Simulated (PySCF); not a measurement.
Geometry:
```csv
atom,x (Å),y (Å),z (Å)
F1,0.060,-0.141,1.396
C2,0.005,-0.006,0.067
Cl3,-0.458,1.661,-0.313
Cl4,1.603,-0.371,-0.604
Cl5,-1.201,-1.140,-0.563
```

Geometry: GFN2-xTB; GIAO absolute shieldings from PySCF, gas phase, non-relativistic, averaged over equivalent atoms.

At revPBE/6-31G (57 basis functions, of the order of 4 core-seconds):
| atoms | σ (ppm) |
| --- | --- |
| F1 | 137.4 |
| C2 | 48.6 |
| Cl3/Cl4/Cl5 | 358.5 |

**Question.** Predict the values at wB97X/6-31G on the same geometry.

**Answer.** 
```csv
atoms,σ at wB97X/6-31G,change
F1,194.4,+57.0
C2,64.7,+16.1
Cl3/Cl4/Cl5,414.8,+56.3
```

The largest change is at F1 (fluorine on an sp3 carbon). Cost: 57 basis functions, roughly 2.9 core-seconds.

Carbons that carry Cl, above all several Cl atoms, come out too deshielded, partly because spin–orbit coupling is missing.
